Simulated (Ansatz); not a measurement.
A first, cheap relaxation of C3H4N2, SMILES `C=NC1C=N1`.

```yaml
crystal:
  periodic: [false, false, false]
  atoms:
    - {symbol: C, position_ang: [0.429400, 1.179300, -1.052600]}
    - {symbol: N, position_ang: [0.059700, 0.994600, 0.164400]}
    - {symbol: C, position_ang: [-0.596400, -0.300000, 0.392400]}
    - {symbol: C, position_ang: [0.180000, -1.262300, 1.190400]}
    - {symbol: N, position_ang: [0.267400, -1.516000, -0.036900]}
    - {symbol: H, position_ang: [0.197500, 0.520000, -1.882000]}
    - {symbol: H, position_ang: [0.888400, 2.178100, -1.335800]}
    - {symbol: H, position_ang: [-1.592900, -0.377900, 0.247400]}
    - {symbol: H, position_ang: [0.255400, -1.462200, 2.295700]}
basis:
  gaussian: {orbitals: def2-SVP}
hamiltonian: {xc: pbe, dispersion: d4}
relax: {f_tol: 0.03, max_steps: 200}
```

```sh
$ ansatz run in.yaml --threads 2 --pin off --events-out ev --progress --plain --max-ram 4352MiB
```

It prints (some lines left out):

```
Functional definition: PBE
mean field -6140.30826803 eV, -225.6521667997 hartree, gradient 2.4e-5 eV, S^2 0.000000; 0 other end points of the search recorded, 0 dependent functions left out
relax step   1: F+E_penalty+E_count = -6140.47423774 eV  Δ(F+E_penalty+E_count) = +0.000e0 eV  max|allowed force component| = 5.649e0 eV/Å  Δτ_max = 0.0000 Å  (29 SCF iters, accepted)
mean field -6140.54071112 eV, -225.6607089257 hartree, gradient 2.0e-5 eV, S^2 0.000000; 0 other end points of the search recorded, 0 dependent functions left out
relax step   2: F+E_penalty+E_count = -6140.70517693 eV  Δ(F+E_penalty+E_count) = -2.309e-1 eV  max|allowed force component| = 2.225e0 eV/Å  Δτ_max = 0.1937 Å  (29 SCF iters, accepted)
mean field -6140.77213561 eV, -225.6692136190 hartree, gradient 1.5e-5 eV, S^2 0.000000; 0 other end points of the search recorded, 0 dependent functions left out
relax step   3: F+E_penalty+E_count = -6140.93656643 eV  Δ(F+E_penalty+E_count) = -2.314e-1 eV  max|allowed force component| = 9.940e-1 eV/Å  Δτ_max = 0.1121 Å  (32 SCF iters, accepted)
mean field -6140.90163249 eV, -225.6739725413 hartree, gradient 1.0e-5 eV, S^2 0.000000; 0 other end points of the search recorded, 0 dependent functions left out
relax step   4: F+E_penalty+E_count = -6141.06625160 eV  Δ(F+E_penalty+E_count) = -1.297e-1 eV  max|allowed force component| = 1.030e0 eV/Å  Δτ_max = 0.1999 Å  (37 SCF iters, accepted)
mean field -6140.92122277 eV, -225.6746924707 hartree, gradient 1.6e-5 eV, S^2 0.000000; 0 other end points of the search recorded, 0 dependent functions left out
relax step   5: F+E_penalty+E_count = -6141.08519922 eV  Δ(F+E_penalty+E_count) = -1.895e-2 eV  max|allowed force component| = 9.102e-1 eV/Å  Δτ_max = 0.1999 Å  (36 SCF iters, accepted)
mean field -6140.98238595 eV, -225.6769401763 hartree, gradient 1.2e-5 eV, S^2 0.000000; 0 other end points of the search recorded, 0 dependent functions left out
relax step   6: F+E_penalty+E_count = -6141.14687111 eV  Δ(F+E_penalty+E_count) = -6.167e-2 eV  max|allowed force component| = 5.910e-1 eV/Å  Δτ_max = 0.1958 Å  (32 SCF iters, accepted)
mean field -6141.01123012 eV, -225.6780001799 hartree, gradient 1.9e-5 eV, S^2 0.000000; 0 other end points of the search recorded, 0 dependent functions left out
relax step   7: F+E_penalty+E_count = -6141.17661879 eV  Δ(F+E_penalty+E_count) = -2.975e-2 eV  max|allowed force component| = 2.551e-1 eV/Å  Δτ_max = 0.0550 Å  (30 SCF iters, accepted)
mean field -6141.03011141 eV, -225.6786940547 hartree, gradient 2.3e-5 eV, S^2 0.000000; 0 other end points of the search recorded, 0 dependent functions left out
relax step   8: F+E_penalty+E_count = -6141.19697257 eV  Δ(F+E_penalty+E_count) = -2.035e-2 eV  max|allowed force component| = 1.795e-1 eV/Å  Δτ_max = 0.1099 Å  (31 SCF iters, accepted)
mean field -6141.04300508 eV, -225.6791678883 hartree, gradient 1.9e-5 eV, S^2 0.000000; 0 other end points of the search recorded, 0 dependent functions left out
relax step   9: F+E_penalty+E_count = -6141.21042595 eV  Δ(F+E_penalty+E_count) = -1.345e-2 eV  max|allowed force component| = 6.473e-1 eV/Å  Δτ_max = 0.1828 Å  (38 SCF iters, accepted)
mean field -6141.04972497 eV, -225.6794148395 hartree, gradient 1.9e-5 eV, S^2 0.000000; 0 other end points of the search recorded, 0 dependent functions left out
relax step  10: F+E_penalty+E_count = -6141.21700371 eV  Δ(F+E_penalty+E_count) = -6.578e-3 eV  max|allowed force component| = 7.241e-1 eV/Å  Δτ_max = 0.0291 Å  (33 SCF iters, accepted)
mean field -6141.04023267 eV, -225.6790660041 hartree, gradient 9.0e-6 eV, S^2 0.000000; 0 other end points of the search recorded, 0 dependent functions left out
relax step  11: F+E_penalty+E_count = -6141.20701851 eV  Δ(F+E_penalty+E_count) = +9.985e-3 eV  max|allowed force component| = 5.346e-1 eV/Å  Δτ_max = 0.0837 Å  (32 SCF iters, rejected (line search))
mean field -6141.06271469 eV, -225.6798922032 hartree, gradient 1.8e-5 eV, S^2 0.000000; 0 other end points of the search recorded, 0 dependent functions left out
relax step  12: F+E_penalty+E_count = -6141.23003817 eV  Δ(F+E_penalty+E_count) = -1.303e-2 eV  max|allowed force component| = 1.309e-1 eV/Å  Δτ_max = 0.0408 Å  (30 SCF iters, accepted)
mean field -6141.06010835 eV, -225.6797964218 hartree, gradient 2.4e-5 eV, S^2 0.000000; 0 other end points of the search recorded, 0 dependent functions left out
relax step  13: F+E_penalty+E_count = -6141.22750723 eV  Δ(F+E_penalty+E_count) = +2.531e-3 eV  max|allowed force component| = 1.828e-1 eV/Å  Δτ_max = 0.0759 Å  (31 SCF iters, rejected (line search))
mean field -6141.06285822 eV, -225.6798974778 hartree, gradient 1.7e-5 eV, S^2 0.000000; 0 other end points of the search recorded, 0 dependent functions left out
relax step  14: F+E_penalty+E_count = -6141.23022097 eV  Δ(F+E_penalty+E_count) = -1.828e-4 eV  max|allowed force component| = 2.092e-1 eV/Å  Δτ_max = 0.0367 Å  (31 SCF iters, accepted)
mean field -6141.05957016 eV, -225.6797766435 hartree, gradient 1.9e-5 eV, S^2 0.000000; 0 other end points of the search recorded, 0 dependent functions left out
relax step  15: F+E_penalty+E_count = -6141.22715100 eV  Δ(F+E_penalty+E_count) = +3.070e-3 eV  max|allowed force component| = 3.047e-1 eV/Å  Δτ_max = 0.0500 Å  (31 SCF iters, rejected (line search))
mean field -6141.06468581 eV, -225.6799646405 hartree, gradient 1.8e-5 eV, S^2 0.000000; 0 other end points of the search recorded, 0 dependent functions left out
relax step  16: F+E_penalty+E_count = -6141.23212017 eV  Δ(F+E_penalty+E_count) = -1.899e-3 eV  max|allowed force component| = 4.438e-2 eV/Å  Δτ_max = 0.0147 Å  (33 SCF iters, accepted)
mean field -6141.06473907 eV, -225.6799665977 hartree, gradient 1.8e-5 eV, S^2 0.000000; 0 other end points of the search recorded, 0 dependent functions left out
relax step  17: F+E_penalty+E_count = -6141.23217803 eV  Δ(F+E_penalty+E_count) = -5.786e-5 eV  max|allowed force component| = 8.479e-3 eV/Å  Δτ_max = 0.0016 Å  (34 SCF iters, accepted)
mean field -6141.06473907 eV, -225.6799665977 hartree, gradient 1.8e-5 eV, S^2 0.000000; 1 other end points of the search recorded, 0 dependent functions left out
Total energy: -6141.23220723 eV, -225.6861209389 hartree
Atom 0 at     0.510494     1.141765    -0.975170 Å, force    -0.001956     0.004291     0.001644 eV/Å
Atom 1 at    -0.408920     1.040351    -0.092879 Å, force     0.001514     0.001211    -0.008468 eV/Å
Atom 2 at    -0.791723    -0.231175     0.395944 Å, force    -0.000769    -0.000356    -0.002770 eV/Å
Atom 3 at     0.149109    -1.144194     1.027548 Å, force     0.004648    -0.005855    -0.003537 eV/Å
Atom 4 at    -0.129566    -1.550478    -0.138970 Å, force    -0.000429     0.004407     0.008479 eV/Å
Atom 5 at     1.043713     0.266239    -1.416074 Å, force    -0.004630     0.003247     0.006511 eV/Å
Atom 6 at     0.794876     2.148152    -1.339296 Å, force    -0.000541    -0.007123     0.001160 eV/Å
Atom 7 at    -1.867881    -0.301755     0.636219 Å, force     0.007019     0.000442     0.000496 eV/Å
Atom 8 at     0.788398    -1.415305     1.885679 Å, force    -0.004855    -0.000265    -0.003513 eV/Å
Dipole moment:     0.221131    -0.030923     0.246086 e Å
```

It took 24 s on 2 threads of an Arm Neoverse V1 on a shared host, with 0.17 GiB of host memory at the peak.
